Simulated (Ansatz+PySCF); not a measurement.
## triplet CH2: levels of theory in one basis

```xyz
3

C     0.0000    0.0000    0.0967
H     0.0000    0.9370   -0.3243
H     0.0000   -0.9370   -0.3243
```

Basis set: cc-pVTZ (spherical functions). Left uncorrelated: 1 orbital. Correlation on ROHF uses semicanonical orbitals with singles. Charge 0, multiplicity 3.

Computed with Ansatz (development build ahead of 0.2.0); each method stands on the lowest determinant of its kind that the runs found.

```tsv
method	E − E(ROHF) (eV)	<S²> of the determinant
ROHF	0.00	2.00
UHF	-0.14	2.01
ROHF-MP2	-3.33	–
UHF-MP2	-3.33	2.01
ROHF-CCSD(T)	-3.92	–
UHF-CCSD(T)	-3.92	2.01
```

What does UHF-CCSD give on the same scale?

-3.83 eV.

Is a single determinant a sound starting point here?

By this sign, yes. Unrestricted orbitals gain 0.14 eV and <S²> is 2.01 against 2.00 for a pure state.
